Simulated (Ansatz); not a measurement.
**Relaxing NaZr3**

These are results of DFT PBE, scalar-relativistic, plane waves, PAW in Ansatz 0.2.0, not measurements. Cutoff 420 eV, Γ-centred k mesh, Gaussian smearing, no spin polarisation in the final step.

The start puts NaZr3 on the Ni3Sn (D0_19) structure type (P6_3/mmc, No. 194), with Na in place of Sn, Zr in place of Ni, at a guessed volume.

```yaml
crystal:
  lattice:
    - [5.87411, 0.00000, 0.00000]
    - [-2.93706, 5.08713, 0.00000]
    - [0.00000, 0.00000, 4.71488]
  atoms:
    - { symbol: Na, position: [0.33333, 0.66667, 0.25000] }
    - { symbol: Na, position: [0.66667, 0.33333, 0.75000] }
    - { symbol: Zr, position: [0.83300, 0.66600, 0.25000] }
    - { symbol: Zr, position: [0.16700, 0.83300, 0.75000] }
    - { symbol: Zr, position: [0.33400, 0.16700, 0.25000] }
    - { symbol: Zr, position: [0.16700, 0.33400, 0.75000] }
    - { symbol: Zr, position: [0.83300, 0.16700, 0.25000] }
    - { symbol: Zr, position: [0.66600, 0.83300, 0.75000] }
```

Cell and atoms relax at zero pressure; the relaxation can't lower the symmetry of the start. After a coarse first stage the cell is made exact in the group found at 0.06 Å.

Energies over the elements count from the elements' standard structures at the same level, with no empirical corrections.

What does it relax into?

It keeps P6_3/mmc (No. 194). The result has the Ni3Sn (D0_19) structure. Conventional cell: a = 6.462 Å, c = 5.248 Å. Na is coordinated by 12 Zr at 3.23–3.25 Å; Zr has 8 Zr at 3.15–3.32 Å and 4 Na at 3.23–3.25 Å.

```xyz
8
Lattice="6.4618 0.0000 0.0000 -3.2309 5.5961 0.0000 0.0000 0.0000 5.2485" Properties=species:S:1:pos:R:3 pbc="T T T"
Na    0.0000    3.7307    1.3121
Na    3.2309    1.8654    3.9364
Zr    3.2309    3.7799    1.3121
Zr   -1.6580    4.6880    3.9364
Zr    1.5729    0.9081    1.3121
Zr    0.0000    1.8162    3.9364
Zr    4.8889    0.9081    1.3121
Zr    1.6580    4.6880    3.9364
```

What are its volume, energy, density and gap?

The volume per atom is 23.72 Å³ and the density is 5.19 g/cm³. The energy over the elements is 0.51 eV/atom and the gap on the 6×6×8 mesh is 0 eV (a metal).

The final run used a 6×6×8 mesh on its 8-atom cell and 0.10 eV smearing. For metals, differences of a few meV/atom aren't resolved. A structure relaxed within its symmetry needn't be a true minimum.

Cost: 3 runs of about 2.2 core-minutes in all, on Arm Neoverse V2 (shared hosts).